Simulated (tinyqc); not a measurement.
Starting guesses with DIIS over 6 matrices: SCF starting guesses in the sto-6g basis, for H2O+, spin multiplicity 2. Computed by the program tinyqc with PySCF. 

Geometry (angstrom):
```
atom,x,y,z
O,0.0000,0.0000,0.0000
H,0.0000,0.7710,0.4910
H,0.0000,-0.7710,0.4910
```

lowest solution found by these runs and by PySCF with stability checks = -75.346805 hartree

UHF with one setting changed at a time; a run stops when the energy changes by less than 1e-09 hartree and the error matrix is below 1e-5. Starts: the lowest orbitals of the core Hamiltonian, of the Wolfsberg-Helmholz matrix (K = 1.75), projected atomic densities, random orbitals, and the highest orbitals of the core Hamiltonian (a deliberately bad start).

Largest element of the error matrix X^T (FDS - SDF) X:
```
iteration,core,Wolfsberg-Helmholz,atomic densities,random,highest core orbitals
1,3.5e-01,2.6e-01,6.9e-01,6.7e+00,1.9e-01
2,3.7e-02,5.0e-02,9.3e-02,2.9e-01,3.3e-01
3,5.0e-03,1.1e-02,1.1e-02,4.0e-02,3.0e-01
4,1.9e-03,2.4e-03,3.3e-03,1.6e-02,2.0e-01
5,4.2e-04,6.6e-04,1.1e-03,1.3e-02,8.1e-03
6,1.2e-04,2.4e-04,1.3e-04,1.1e-02,5.5e-03
8,1.2e-06,2.0e-06,2.0e-06,2.9e-03,9.1e-05
10,-,-,-,1.9e-04,2.2e-06
14,-,-,-,1.8e-06,-
```

How each run ends:
```
run,iterations,E (hartree),state
core,9,-75.346805,lowest found
Wolfsberg-Helmholz,8,-75.346805,lowest found
atomic densities,9,-75.346805,lowest found
random,14,-75.346805,lowest found
highest core orbitals,11,-75.024874,higher
```

4 of 5 runs reach the lowest solution found, in 8 to 14 iterations (fastest: Wolfsberg-Helmholz). Ending on a higher stationary point: highest core orbitals; a small error matrix cannot reveal that, and an occupation fixed by the start is kept by symmetry or by the shape of the basin. The first errors are 3e-01, 3e-01, 7e-01, 7e+00, 2e-01; the deliberately bad start has the smallest one, so a small first error does not mark a good start.
